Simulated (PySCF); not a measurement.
Isomers of C2H4OS. Computed with PySCF 2.14.0, PBE0-D3(BJ)/def2-SVP geometry optimisation, gas phase. One conformer each; no zero-point energy, no entropy. No frequencies were run at this level. Point groups hold within 0.08 Å.

Question: Order them by energy at this level, lowest first, and give relative energies in kcal/mol.
A. `[OH:1][CH2:2][CH:3]=[S:4]` with H–O1–C2–C3 67°, O1–C2–C3–S4 -149°
B. `[CH3:1][O:2][CH:3]=[S:4]` with C1–O2–C3–S4 -176°
C. `[CH3:1][C:2]([OH:3])=[S:4]` with C1–C2–O3–H 180° (thioacetic acid)

Answer: C (0.0), B (22.2), A (27.2).

```tsv
SMILES	E (Eh)	E rel (kcal/mol)	dipole (D)	point group	A, B, C (MHz)
CC(O)=S	-551.48770	0.0	1.91	Cs	10169, 5056, 3450
COC=S	-551.45237	22.2	4.18	–	47756, 2773, 2667
OCC=S	-551.44438	27.2	1.19	C1	32837, 2616, 2544
```
